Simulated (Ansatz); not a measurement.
**AlSF (triplet): the correlation ladder, def2-TZVPP**

An exercise on one series of results from a longer session: the logs are not shown, and one member is left open.

The runs use Ansatz 0.2.0, Gaussian basis; def2-TZVPP, core rule «outside noble gas», up to 11 orbitals frozen.

The runs, in order: UHF; ROHF; CCSD(T) on UHF.

2 further runs of the same task are left out: 2 set aside as unsound or not needed.

## The geometry

The geometry is a PBE0/def2-TZVP stationary point (not a proven minimum) of the parent state, kept for this charge and spin.

3 atoms, charge 0, spin multiplicity 3.

Atoms are counted from 1 here; the program's logs count them from 0.

Bond lengths: F1–Al2 1.631 Å, Al2–S3 1.996 Å. Angles: F1–Al2–S3 180.0°.

The first run:

File in.yaml:

```yaml
crystal:
  periodic: [false, false, false]
  atoms:
    - {symbol: F, position_ang: [0.000000, 0.000000, -1.752567]}
    - {symbol: Al, position_ang: [0.000000, 0.000000, -0.121767]}
    - {symbol: S, position_ang: [0.000000, 0.000000, 1.874333]}
basis:
  gaussian: {orbitals: def2-TZVPP}
magnetization: {spin_polarized: true, initial_magnetization: 2}
hamiltonian: {xc: hf}
output: {orbitals: {seedname: orbitals}}
```

Started as:

```
$ ansatz run in.yaml --threads 1 --pin off --events-out ev --progress --plain --max-ram 4096MiB --backend cpu
```

Steps of the session up to this table: UHF; ROHF; CCSD(T) on UHF.

One of the session's tables, all rows but one given; the rest of the session is left out.

It belongs to the step «Misses and costs». 

```
  method  from UCCSD(T) (meV)
    ROHF             +13565.8
     UHF             +13408.6
    UMP2                    ?
   UCCSD               +487.3
UCCSD(T)                    0
```

Estimate the missing values for UMP2.

**Answer.** from UCCSD(T) (meV): +1095.5. In the column «from UCCSD(T) (meV)» it lies between UCCSD (+487.3) and UHF (+13408.6).
